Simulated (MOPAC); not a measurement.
Input for MOPAC: PM7 on CH7NO (a complex).

```
PM7 1SCF PRECISE CHARGE=0 THREADS=1
CH7NO

N     -0.87214106 1    -0.71844233 1    -0.35469947 1
H     -0.96782806 1    -1.68727333 1    -0.07884647 1
H     -1.46128106 1    -0.60500733 1    -1.16945947 1
C     -1.35558606 1     0.14963767 1     0.72567753 1
H     -1.25143706 1     1.18670367 1     0.41782553 1
H     -2.39341406 1    -0.02376633 1     1.01680853 1
H     -0.72370006 1     0.00995267 1     1.59891853 1
O      1.97484094 1     0.56375667 1    -0.25788247 1
H      1.15732394 1     0.06748367 1    -0.43103547 1
H      2.55674194 1     0.30525867 1    -0.97362847 1
```

It printed:

```
*******************************************************************************
 **                                                                           **
 **                              MOPAC v23.2.5                                **
 **                                                                           **
 *******************************************************************************
 ** MOPAC's Digital Object Identifier: https://doi.org/10.5281/zenodo.6511958 **
 **                                                                           **
 ** Please cite the open-source release paper for use of this MOPAC version:  **
 ** J. E. Moussa and J. J. P. Stewart (2026)                                  **
 ** MOPAC: An open-source semiempirical molecular orbital program             **
 ** J. Open Source Softw., 11(119), 8025, https://doi.org/10.21105/joss.08025 **
 *******************************************************************************

                              PM7 CALCULATION RESULTS

 *******************************************************************************
 *  PM7        - The PM7 Hamiltonian to be used
 *
 *
 *
 *                 CHARGE ON SYSTEM = 0
 *
 *
 *
 *  PRECISE    - TIGHTER CRITERIA TO BE USED
 *  1SCF       - DO 1 SCF AND THEN STOP
 *  THREADS=1  - MULTI-THREADING NOT USED
 *  T=         - A TIME OF 172800.0 SECONDS REQUESTED
 *  DUMP=N     - RESTART FILE WRITTEN EVERY 7200.0 SECONDS REQUESTED
 *******************************************************************************
PM7 1SCF PRECISE CHARGE=0 THREADS=1
 CH7NO

   ATOM   CHEMICAL          X               Y               Z
  NUMBER   SYMBOL      (ANGSTROMS)     (ANGSTROMS)     (ANGSTROMS)

     1       N         -0.87214106  *  -0.71844233  *  -0.35469947  *
     2       H         -0.96782806  *  -1.68727333  *  -0.07884647  *
     3       H         -1.46128106  *  -0.60500733  *  -1.16945947  *
     4       C         -1.35558606  *   0.14963767  *   0.72567753  *
     5       H         -1.25143706  *   1.18670367  *   0.41782553  *
     6       H         -2.39341406  *  -0.02376633  *   1.01680853  *
     7       H         -0.72370006  *   0.00995267  *   1.59891853  *
     8       O          1.97484094  *   0.56375667  *  -0.25788247  *
     9       H          1.15732394  *   0.06748367  *  -0.43103547  *
    10       H          2.55674194  *   0.30525867  *  -0.97362847  *



          CARTESIAN COORDINATES

    NO.       ATOM           X           Y           Z

     1         N         -0.8721     -0.7184     -0.3547
     2         H         -0.9678     -1.6873     -0.0788
     3         H         -1.4613     -0.6050     -1.1695
     4         C         -1.3556      0.1496      0.7257
     5         H         -1.2514      1.1867      0.4178
     6         H         -2.3934     -0.0238      1.0168
     7         H         -0.7237      0.0100      1.5989
     8         O          1.9748      0.5638     -0.2579
     9         H          1.1573      0.0675     -0.4310
    10         H          2.5567      0.3053     -0.9736

 General Reference for PM7:
 "Optimization of Parameters for Semiempirical Methods VI: More Modifications to the
 NDDO Approximations and Re-optimization of Parameters", J. J. P. Stewart, J. Mol. Mod., 1:32, 19 (2013)
 https://link.springer.com/article/10.1007/s00894-012-1667-x

           Empirical Formula: C H7 N O  =    10 atoms



      MOLECULAR POINT GROUP   :   C1


      RHF CALCULATION, NO. OF DOUBLY OCCUPIED LEVELS = 11


 -------------------------------------------------------------------------------
 PM7 1SCF PRECISE CHARGE=0 THREADS=1
 CH7NO



     1SCF WAS SPECIFIED, SO BFGS WAS NOT USED
     SCF FIELD WAS ACHIEVED


                              PM7 CALCULATION
                                                       MOPAC v23.2.5 Linux




          FINAL HEAT OF FORMATION =        -67.26475 KCAL/MOL =    -281.43571 KJ/MOL


          COSMO AREA              =        100.89 SQUARE ANGSTROMS
          COSMO VOLUME            =         78.38 CUBIC ANGSTROMS

          IONIZATION POTENTIAL    =         10.126963 EV
          HOMO LUMO ENERGIES (EV) =        -10.127  3.332
          NO. OF FILLED LEVELS    =         11
          MOLECULAR WEIGHT        =         49.0724         POINT GROUP:  C1

          MOLECULAR DIMENSIONS (Angstroms)

            Atom       Atom       Distance
            H    10    H     6     5.34548
            H     2    H     5     2.91781
            H     7    H     3     2.74526


          SCF CALCULATIONS        =          1





   ATOM   CHEMICAL          X               Y               Z
  NUMBER   SYMBOL      (ANGSTROMS)     (ANGSTROMS)     (ANGSTROMS)

     1       N         -0.87214106  *  -0.71844233  *  -0.35469947  *
     2       H         -0.96782806  *  -1.68727333  *  -0.07884647  *
     3       H         -1.46128106  *  -0.60500733  *  -1.16945947  *
     4       C         -1.35558606  *   0.14963767  *   0.72567753  *
     5       H         -1.25143706  *   1.18670367  *   0.41782553  *
     6       H         -2.39341406  *  -0.02376633  *   1.01680853  *
     7       H         -0.72370006  *   0.00995267  *   1.59891853  *
     8       O          1.97484094  *   0.56375667  *  -0.25788247  *
     9       H          1.15732394  *   0.06748367  *  -0.43103547  *
    10       H          2.55674194  *   0.30525867  *  -0.97362847  *

                             CARTESIAN COORDINATES

   1    N       -0.872141060    -0.718442330    -0.354699470
   2    H       -0.967828060    -1.687273330    -0.078846470
   3    H       -1.461281060    -0.605007330    -1.169459470
   4    C       -1.355586060     0.149637670     0.725677530
   5    H       -1.251437060     1.186703670     0.417825530
   6    H       -2.393414060    -0.023766330     1.016808530
   7    H       -0.723700060     0.009952670     1.598918530
   8    O        1.974840940     0.563756670    -0.257882470
   9    H        1.157323940     0.067483670    -0.431035470
  10    H        2.556741940     0.305258670    -0.973628470


           Empirical Formula: C H7 N O  =    10 atoms



      MOLECULAR POINT GROUP   :   C1


                  EIGENVALUES
 -35.81997 -28.58283 -24.00732 -17.33211 -16.92509 -15.85305 -14.43133 -13.49416
 -12.95148 -11.35440 -10.12696   3.33192   4.91672   5.18476   5.36516   5.78306
   6.47428   6.56120   7.19139


              NET ATOMIC CHARGES AND DIPOLE CONTRIBUTIONS

  ATOM NO.   TYPE          CHARGE      No. of ELECS.   s-Pop       p-Pop
    1          N          -0.606633        5.6066     1.65204     3.95460
    2          H           0.237601        0.7624     0.76240
    3          H           0.236876        0.7631     0.76312
    4          C          -0.288205        4.2882     1.05315     3.23506
    5          H           0.155118        0.8449     0.84488
    6          H           0.117963        0.8820     0.88204
    7          H           0.156165        0.8438     0.84384
    8          O          -0.681230        6.6812     1.82085     4.86038
    9          H           0.355750        0.6442     0.64425
   10          H           0.316596        0.6834     0.68340
 DIPOLE           X         Y         Z       TOTAL
 POINT-CHG.    -1.777    -1.115    -0.678     2.205
 HYBRID        -0.976    -0.640    -0.262     1.196
 SUM           -2.753    -1.754    -0.940     3.397


          ATOMIC ORBITAL ELECTRON POPULATIONS

     Atom    s        px        py        pz
    1  N   1.65204   1.59818   1.19205   1.16437
    2  H   0.76240
    3  H   0.76312
    4  C   1.05315   1.11967   1.08453   1.03086
    5  H   0.84488
    6  H   0.88204
    7  H   0.84384
    8  O   1.82085   1.45676   1.78500   1.61862
    9  H   0.64425
   10  H   0.68340

 **********************
 *                    *
 * JOB ENDED NORMALLY *
 *                    *
 **********************




 == MOPAC DONE ==
```

The run finished.

Cost: very roughly 0.020 core-seconds.
